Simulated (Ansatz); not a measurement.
Nudged elastic band run: CH3NO

The input (input.yaml):

```yaml
crystal:
  periodic: [false, false, false]
  atoms:
    - { symbol: "N", position_ang: [-0.985082, -0.322297, -0.09746] }
    - { symbol: C, position_ang: [0.208377, 0.078945, -0.222269] }
    - { symbol: O, position_ang: [1.023383, 0.222057, 0.830555] }
    - { symbol: H, position_ang: [-1.436303, -0.36237, -1.014008] }
    - { symbol: H, position_ang: [0.735821, 0.358278, -1.148563] }
    - { symbol: H, position_ang: [0.495904, -0.038613, 1.605445] }
magnetization:
  spin_polarized: true
basis:
  gaussian: { orbitals: cc-pVDZ }
hamiltonian:
  xc: pbe0
neb:
  order_check: false
  images: 9
  f_tol: 0.03
  max_iterations: 60
  final_atoms:
    - { symbol: "N", position_ang: [-0.61080841, -0.24589949, 0.19944313] }
    - { symbol: C, position_ang: [0.60417442, 0.20377452, -0.20109366] }
    - { symbol: O, position_ang: [1.53892955, 0.42576905, 0.53504738] }
    - { symbol: H, position_ang: [-1.36261633, -0.393856, -0.45773175] }
    - { symbol: H, position_ang: [0.64924559, 0.3468902, -1.30830709] }
    - { symbol: H, position_ang: [-0.77682482, -0.40067829, 1.18634199] }
  initial_path:
    images:
      - { positions_ang: [[-0.985082, -0.322297, -0.09746], [0.208377, 0.078945, -0.222269], [1.023383, 0.222057, 0.830555], [-1.436303, -0.36237, -1.014008], [0.735821, 0.358278, -1.148563], [0.495904, -0.038613, 1.605445]] }
      - { positions_ang: [[-0.94163989, -0.33943417, -0.05488614], [0.23460952, 0.07783184, -0.21272921], [1.06282327, 0.195233, 0.82094839], [-1.4174684, -0.34987276, -0.95732643], [0.72822399, 0.37713568, -1.15071907], [0.37555151, -0.02489359, 1.50841247]] }
      - { positions_ang: [[-0.89819778, -0.35657133, -0.01231228], [0.26084204, 0.07671867, -0.20318941], [1.10226354, 0.168409, 0.81134178], [-1.39863379, -0.33737551, -0.90064487], [0.72062697, 0.39599336, -1.15287515], [0.25519903, -0.01117418, 1.41137993]] }
      - { positions_ang: [[-0.85475567, -0.3737085, 0.03026158], [0.28707456, 0.07560551, -0.19364962], [1.1417038, 0.141585, 0.80173517], [-1.37979919, -0.32487827, -0.8439633], [0.71302996, 0.41485103, -1.15503122], [0.13484654, 0.00254522, 1.3143474]] }
      - { positions_ang: [[-0.81131356, -0.39084566, 0.07283544], [0.31330708, 0.07449235, -0.18410983], [1.18114407, 0.114761, 0.79212856], [-1.36096458, -0.31238102, -0.78728173], [0.70543294, 0.43370871, -1.1571873], [0.01449405, 0.01626463, 1.21731486]] }
      - { positions_ang: [[-0.76787146, -0.40798283, 0.1154093], [0.3395396, 0.07337918, -0.17457003], [1.22058434, 0.087937, 0.78252195], [-1.34212998, -0.29988378, -0.73060017], [0.69783593, 0.45256639, -1.15934337], [-0.10585844, 0.02998404, 1.12028233]] }
      - { positions_ang: [[-0.73645885, -0.37556616, 0.13221606], [0.39246657, 0.09945825, -0.17987476], [1.28425338, 0.15550341, 0.73302704], [-1.34622725, -0.31867822, -0.67602649], [0.68811786, 0.43143115, -1.18913612], [-0.24005171, -0.05614843, 1.13349426]] }
      - { positions_ang: [[-0.70504624, -0.34314949, 0.14902283], [0.44539353, 0.12553732, -0.18517948], [1.34792243, 0.22306982, 0.68353212], [-1.35032452, -0.33747267, -0.6214528], [0.67839979, 0.41029591, -1.21892886], [-0.37424499, -0.14228089, 1.14670619]] }
      - { positions_ang: [[-0.67363363, -0.31073282, 0.1658296], [0.49832049, 0.15161639, -0.19048421], [1.41159147, 0.29063623, 0.63403721], [-1.35442179, -0.35626711, -0.56687912], [0.66868172, 0.38916068, -1.2487216], [-0.50843827, -0.22841336, 1.15991812]] }
      - { positions_ang: [[-0.64222102, -0.27831616, 0.18263637], [0.55124746, 0.17769546, -0.19578893], [1.47526051, 0.35820264, 0.5845423], [-1.35851906, -0.37506155, -0.51230544], [0.65896366, 0.36802544, -1.27851435], [-0.64263154, -0.31454583, 1.17313005]] }
      - { positions_ang: [[-0.61080841, -0.24589949, 0.19944313], [0.60417442, 0.20377452, -0.20109366], [1.53892955, 0.42576905, 0.53504738], [-1.36261633, -0.393856, -0.45773175], [0.64924559, 0.3468902, -1.30830709], [-0.77682482, -0.40067829, 1.18634199]] }
```

Run as:

```bash
$ ansatz run input.yaml --threads 1 --pin off --max-ram 2048MiB --backend cpu --events-out ev --progress --plain --runs-dir out
```

Output, in part (warnings, iteration lines, the closing report on the highest movable image, with atoms numbered from 0):

```
NEB end point (image 0): max|allowed force component| = 1.780e-2 eV/Å (the criterion of neb.relax_end_points is 1.000e-2)
NEB end point (image 10): max|allowed force component| = 1.075e-2 eV/Å (the criterion of neb.relax_end_points is 1.000e-2)
NEB iter   1: max|band force component| = 7.357e0 eV/Å  barrier→ = 2.4372 eV  barrier← = 2.9767 eV  Δτ_max = 0.1994 Å  (304 SCF iters)
NEB iter   2: max|band force component| = 2.715e0 eV/Å  barrier→ = 1.7064 eV  barrier← = 2.2460 eV  Δτ_max = 0.1722 Å  (303 SCF iters)
NEB iter   3: max|band force component| = 2.263e0 eV/Å  barrier→ = 1.3634 eV  barrier← = 1.9029 eV  Δτ_max = 0.1295 Å  (293 SCF iters)
NEB iter   4: max|band force component| = 6.574e-1 eV/Å  barrier→ = 1.4303 eV  barrier← = 1.9699 eV  Δτ_max = 0.0283 Å  (283 SCF iters)
NEB iter   5: max|band force component| = 6.517e-1 eV/Å  barrier→ = 1.3940 eV  barrier← = 1.9335 eV  CI = image 5  Δτ_max = 0.0854 Å  (283 SCF iters)
NEB iter   6: max|band force component| = 5.609e-1 eV/Å  barrier→ = 1.3808 eV  barrier← = 1.9204 eV  CI = image 5  Δτ_max = 0.0471 Å  (286 SCF iters)
NEB iter   7: max|band force component| = 3.179e-1 eV/Å  barrier→ = 1.3709 eV  barrier← = 1.9104 eV  CI = image 5  Δτ_max = 0.0789 Å  (271 SCF iters)
NEB iter   8: max|band force component| = 2.688e-1 eV/Å  barrier→ = 1.3671 eV  barrier← = 1.9066 eV  CI = image 5  Δτ_max = 0.0520 Å  (279 SCF iters)
NEB iter   9: max|band force component| = 3.700e-1 eV/Å  barrier→ = 1.3666 eV  barrier← = 1.9062 eV  CI = image 5  Δτ_max = 0.0258 Å  (270 SCF iters)
NEB iter  10: max|band force component| = 3.609e-1 eV/Å  barrier→ = 1.3666 eV  barrier← = 1.9061 eV  CI = image 5  Δτ_max = 0.0258 Å  (249 SCF iters)
NEB iter  11: max|band force component| = 1.009e-1 eV/Å  barrier→ = 1.3665 eV  barrier← = 1.9060 eV  CI = image 5  Δτ_max = 0.0162 Å  (234 SCF iters)
NEB iter  12: max|band force component| = 9.010e-2 eV/Å  barrier→ = 1.3665 eV  barrier← = 1.9060 eV  CI = image 5  Δτ_max = 0.0073 Å  (211 SCF iters)
NEB iter  13: max|band force component| = 5.680e-2 eV/Å  barrier→ = 1.3665 eV  barrier← = 1.9060 eV  CI = image 5  Δτ_max = 0.0026 Å  (206 SCF iters)
NEB iter  14: max|band force component| = 2.072e-2 eV/Å  barrier→ = 1.3665 eV  barrier← = 1.9060 eV  CI = image 5  Δτ_max = 0.0000 Å  (448 SCF iters)
Total energy: -4616.27530978 eV, -169.6449886106 hartree
Atom 0 at    -0.771164    -0.228482     0.049112 Å, force     0.000239     0.000173     0.003162 eV/Å
Atom 1 at     0.442332     0.135762    -0.249659 Å, force    -0.002112    -0.000321    -0.001298 eV/Å
Atom 2 at     1.128423     0.195158     0.825942 Å, force     0.000552    -0.000530     0.002250 eV/Å
Atom 3 at    -1.526604    -0.354103    -0.618725 Å, force     0.001248     0.000047    -0.001455 eV/Å
Atom 4 at     0.861083     0.365769    -1.239062 Å, force    -0.000170     0.000234    -0.001335 eV/Å
Atom 5 at    -0.091970    -0.178103     1.186091 Å, force     0.000243     0.000397    -0.001323 eV/Å
Dipole moment:    -0.305568    -0.028550    -0.459554 e Å
```

The run converged. A vibrational analysis at the climbing image gives one clearly imaginary mode, 1872i cm⁻¹: a first-order saddle point. The orbitals stay closed-shell, which can raise the energy where a bond breaks towards radicals; this wasn't checked here.

Final band (atoms are numbered from 1 in the order of the input):

| image | path coordinate (Å) | energy (kcal/mol) | O3–H6 (Å) | N1–H6 (Å) |
| --- | --- | --- | --- | --- |
| 0 | 0.00 | 0.0 | 0.97 | 2.27 |
| 1 | 0.19 | 1.3 | 0.98 | 2.09 |
| 2 | 0.39 | 5.5 | 0.99 | 1.90 |
| 3 | 0.58 | 12.9 | 1.02 | 1.70 |
| 4 | 0.77 | 24.4 | 1.13 | 1.50 |
| 5 | 0.97 | 31.5 | 1.33 | 1.33 |
| 6 | 1.17 | 23.0 | 1.55 | 1.17 |
| 7 | 1.38 | 7.2 | 1.80 | 1.06 |
| 8 | 1.58 | -4.7 | 2.06 | 1.02 |
| 9 | 1.79 | -10.7 | 2.32 | 1.01 |
| 10 | 2.00 | -12.4 | 2.54 | 1.01 |

Time of the run: 3.6 min on 1 thread of Arm Neoverse V2, with other jobs on the host, peak memory 0.12 GiB.
